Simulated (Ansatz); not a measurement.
Cost and result up the ladder for the cluster Li₃H₂ (5 atoms). Charge 0, multiplicity 2. Geometry: PBE-D4/def2-TZVP.

```tsv
atom	x (Å)	y (Å)	z (Å)
Li1	1.0711	0.9734	0.0627
Li2	0.3608	-1.2952	0.0452
Li3	-1.4194	0.2599	-0.1059
H4	0.0797	0.0133	-1.1944
H5	-0.0921	0.0487	1.1924
```

Ansatz on 4 threads of Arm Neoverse V1 on a shared host. Times are rough, and most runs start from the orbitals of an earlier one. PBE0-D4/def2-TZVP serves as the yardstick here, not as an exact answer. Binding counts from free atoms at the same level (Li doublet, H doublet; other spins of the atoms weren't run), without zero-point energy or a counterpoise term.

LC-ωPBE has ω = 0.4 bohr⁻¹. Correlated methods freeze no core orbitals; core or outer-core shells of Li are correlated, in sets that lack core-valence functions. In CCSD on the charge 0 doublet the largest single amplitude is 0.42, so its Hartree–Fock determinant may place the open shell otherwise than the density functionals do. Another isomer (doublet) lies 0.62 eV lower at PBE0-D4/def2-TZVP; other spin states weren't run for this one.

Correlated methods converge slowly with the basis.

| level | functions | wall time |
| --- | --- | --- |
| PBE0-D4/def2-TZVP | 54 | 0.6 s |
| PBE-D4/def2-TZVP (with forces) | 54 | 0.65 s |
| r2SCANh-D4/def2-TZVP | 54 | 1.2 s |
| LC-ωPBE/def2-TZVP | 54 | 1.2 s |
| r2SCAN-D4/def2-TZVP | 54 | 1.2 s |
| CCSD(T)/def2-TZVPP | 85 | 3 s |

Task: Estimate what each level gives for the binding energy per atom (eV).

Result: 
```csv
level,binding energy per atom (eV),difference from PBE0-D4/def2-TZVP (eV),remarks
PBE0-D4/def2-TZVP,1.38,0.00,–
PBE-D4/def2-TZVP (with forces),1.41,0.03,–
r2SCANh-D4/def2-TZVP,1.42,0.04,–
LC-ωPBE/def2-TZVP,1.34,-0.04,–
r2SCAN-D4/def2-TZVP,1.42,0.04,–
CCSD(T)/def2-TZVPP,1.40,0.02,large T1 (0.118)
```
